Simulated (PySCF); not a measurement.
## Ionisation energy of Ne by level of theory

Ne [Ne] (1S) → Ne⁺ [He] 2s2 2p5 (2P), as a difference of total energies. All numbers are calculated (PySCF 2.14, the spin-free X2C one-electron Hamiltonian (Gaussian nucleus), in cc-pVDZ-DK). Correlated levels: valence: 1s2 frozen. The calculations carry no spin-orbit coupling.

```
           method  ionisation energy (eV)
              UHF                  19.646
             MN15                  21.272
            B3LYP                  21.299
    MP2 (valence)                  21.055
SCS-MP2 (valence)                  20.931
   CCSD (valence)                  20.870
CCSD(T) (valence)                  20.870
```

**Question.** How much does correlation contribute at CCSD(T) (valence)?

**Answer.** 20.870 − (19.646) = 1.224 eV, measured against UHF.

Errors of the correlated levels include the incompleteness of this basis and the frozen core.

For comparison: 21.597 eV (measured; NIST levels, between the centres of gravity of the two terms).
